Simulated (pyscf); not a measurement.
## Four-centre exchange: H₂C=CH–CH₃ (SMILES C=CC) + H₂ (SMILES [H][H]) → H₂ (SMILES [H][H]) + H₂C=CH–CH₃ (SMILES C=CC)

Gas phase, singlet surface, charge 0. Bonds broken: H1–C5, H2–H10. Bonds formed: H1–H2, C5–H10. Optimised with ωB97X-D3(BJ)/def2-SVP in PySCF.

Transition state (Å):

```xyz
11

H     -1.2726     0.9746     1.7780
H     -0.3807     0.0804     2.3997
C     -0.4372     0.0713    -1.4105
C     -1.2073     0.7986    -0.3563
C     -1.4824     0.2395     0.8954
H      0.6565     0.2161    -1.2892
H     -0.6242    -1.0148    -1.3778
H     -0.6918     0.4420    -2.4166
H     -1.3203     1.8821    -0.4803
H     -0.7024    -0.5716     1.2100
H     -2.4016    -0.2373     1.2584
```

One imaginary mode, 1545i cm⁻¹; descent along it reached the two sides named.

| bond | change | reactant side (Å) | saddle | product side |
|---|---|---|---|---|
| H1–C5 | breaks | 1.094 | 1.168 | 3.1 |
| H2–H10 | breaks | 0.761 | 1.394 | 4.0 |
| H1–H2 | forms | 4.4 | 1.408 | 0.761 |
| C5–H10 | forms | 3.1 | 1.168 | 1.097 |

Electronic energies relative to the separated reactants (eV):

```csv
level,barrier,reaction energy,reverse barrier
ωB97X-D3(BJ)/def2-TZVP,4.36,0.00,4.36
PBE/def2-TZVP,3.36,0.00,3.36
r²SCAN/def2-TZVP,3.62,0.00,3.62
B3LYP-D3(BJ)/def2-TZVP,3.88,0.00,3.88
PBE0-D3(BJ)/def2-TZVP,3.76,0.00,3.76
M06-2X/def2-TZVP,4.26,0.00,4.26
ωB97M-D3(BJ)/def2-TZVP,4.24,0.00,4.24
HF/def2-TZVP,5.49,0.00,5.49
```

With ωB97M-D3(BJ)/def2-TZVP energies and thermal terms (ideal gas, 1 atm, RRHO with modes under 100 cm⁻¹ raised to 100, one conformer, R ln 2 for chiral ones without a mode under 150 cm⁻¹), in eV:

```json
[
 {"T (K)": "298", "ΔH‡": "4.17", "ΔG‡": "4.51", "ΔH": "0.00", "ΔG": "0.00"},
 {"T (K)": "600", "ΔH‡": "4.14", "ΔG‡": "4.87", "ΔH": "0.00", "ΔG": "0.00"},
 {"T (K)": "900", "ΔH‡": "4.15", "ΔG‡": "5.24", "ΔH": "0.00", "ΔG": "0.00"},
 {"T (K)": "1200", "ΔH‡": "4.17", "ΔG‡": "5.60", "ΔH": "0.00", "ΔG": "0.00"}
]
```

This is the saddle that the search found; another between the same sides may lie lower. One closed-shell reference is unstable to symmetry breaking; treat the single-reference values with care.
